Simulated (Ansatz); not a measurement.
# C2H2FO: the cost of one run

All numbers are computed with Ansatz 0.2.0 through its Python package. Level of theory: CAM-B3LYP/def2-SVP.

### 1 Starting point

Bond lengths: O1–C2 1.258 Å, C2–C3 1.337 Å, C3–F4 1.347 Å, C2–H5 1.091 Å, C3–H6 1.079 Å. Angles: O1–C2–C3 131.2°, O1–C2–H5 116.7°, C3–C2–H5 112.1°, C2–C3–F4 122.3°, C2–C3–H6 125.7°, F4–C3–H6 112.0°.

No structure file is read: the coordinates are typed or built in the script.

### 2 Script

Input file c2h2fo.py:

```python
"""Potential curve of C2H2FO(-) along one bond."""

import ansatz as az
import matplotlib.pyplot as plt
import numpy as np

GEOMETRY = """
O     1.71060   -0.61070    0.02820
C     0.68020    0.10940   -0.02100
C    -0.61830   -0.20610    0.02890
F    -1.58890    0.72530   -0.04070
H     0.83760    1.18450   -0.12190
H    -1.02120   -1.20230    0.12650
"""

mol = az.Crystal.molecule()
for line in GEOMETRY.strip().splitlines():
    symbol, *xyz = line.split()
    mol = mol.atom(symbol, [float(v) for v in xyz])

symbols = [site.symbol for site in mol.cartesian_sites]
start = np.array([site.position_ang for site in mol.cartesian_sites])
axis = (start[3] - start[2]) / np.linalg.norm(start[3] - start[2])
moving = [3]
lengths, energies = [1.185, 1.239, 1.293, 1.347, 1.401, 1.455, 1.509, 1.589], []
for length in lengths:
    xyz = start.copy()
    xyz[moving] += (length - np.linalg.norm(start[3] - start[2])) * axis
    point = az.Crystal.molecule()
    for symbol, place in zip(symbols, xyz):
        point = point.atom(symbol, place.tolist())
    calc = (
        point.calculation()
        .basis(gaussian="def2-SVP")
        .functional("cam_b3lyp")
        .charge(-1)
    )
    data = calc.run(threads=1).report
    energies.append(data["free_energy_ev"])
    print(f"r = {length:6.3f} A  E = {energies[-1]:.5f} eV  <S^2> = {abs(data['mean_field']['state']['spin_squared']):.3f}")

# quartic fit about the minimum
fit = np.polynomial.Polynomial.fit(lengths, np.array(energies) - min(energies), 4).convert()
roots = [r.real for r in fit.deriv().roots() if abs(r.imag) < 1e-9 and fit.deriv(2)(r.real) > 0]
r_e = min(roots, key=lambda r: abs(r - lengths[int(np.argmin(energies))]))
print(f"minimum of the fit at {r_e:.4f} A, force constant {fit.deriv(2)(r_e):.2f} eV/A^2")
plt.figure(figsize=(4.5, 3))
plt.plot(lengths, np.array(energies) - min(energies), "o-")
plt.xlabel("bond length (A)")
plt.ylabel("E - E(min) (eV)")
plt.tight_layout()
plt.savefig("scan.png", dpi=100)
```

### 3 The input behind the calls

The package turns the script's settings into the engine's input (first run):

```yaml
crystal:
  periodic: [false, false, false]
  atoms:
    - { symbol: O, position_ang: [1.7106, -0.6107, 0.0282] }
    - { symbol: C, position_ang: [0.6802, 0.1094, -0.021] }
    - { symbol: C, position_ang: [-0.6183, -0.2061, 0.0289] }
    - { symbol: F, position_ang: [-1.4721673074292203, 0.6132818361215493, -0.03232930619933416] }
    - { symbol: H, position_ang: [0.8376, 1.1845, -0.1219] }
    - { symbol: H, position_ang: [-1.0212, -1.2023, 0.1265] }
basis:
  gaussian:
    orbitals: def2-SVP
hamiltonian:
  xc: cam_b3lyp
total_charge: -1.0
```

### 4 The run

Run with:

```
$ python c2h2fo.py
```

Q: Estimate wall time and peak memory on 1 thread of Arm Neoverse V2, shared host.

About 9.4 s, with a peak of 0.22 GiB.
